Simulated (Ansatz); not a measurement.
# CHBN: the cost of one run

Program: Ansatz 0.2.0, Gaussian basis. Level of theory: def2-QZVPP, core rule «outside noble gas», up to 3 orbitals frozen. These are calculated values, not measurements.

Plan: UHF; ROHF; CCSD(T) on UHF.

2 further runs of the same task are left out: 2 set aside as unsound or not needed.

## Step 1: What is computed

The geometry is a PBE0/def2-TZVP stationary point (not a proven minimum) of the parent state, kept for this charge and spin.

4 atoms, charge 0, spin multiplicity 4.

Atoms are counted from 1 here; the program's logs count them from 0.

Bond lengths: B1–C2 1.436 Å, B1–H4 1.169 Å, C2–N3 1.171 Å. Angles: C2–B1–H4 180.0°, B1–C2–N3 180.0°.

## Step 2: UHF

The input, in.yaml:

```yaml
crystal:
  periodic: [false, false, false]
  atoms:
    - {symbol: B, position_ang: [0.000000, 0.000000, 0.718600]}
    - {symbol: C, position_ang: [0.000000, 0.000000, -0.717200]}
    - {symbol: N, position_ang: [0.000000, 0.000000, -1.888600]}
    - {symbol: H, position_ang: [0.000000, 0.000000, 1.887200]}
basis:
  gaussian: {orbitals: "def2-QZVPP.json"}
magnetization: {spin_polarized: true, initial_magnetization: 3}
hamiltonian: {xc: hf}
output: {orbitals: {seedname: orbitals}}
```

Run with:

```bash
$ ansatz run in.yaml --threads 1 --pin off --events-out ev --progress --plain --max-ram 2393MiB
```

Q: Estimate wall time and peak memory on 1 thread of Arm Neoverse V2, shared host.

About 11 s, with a peak of 0.37 GiB.
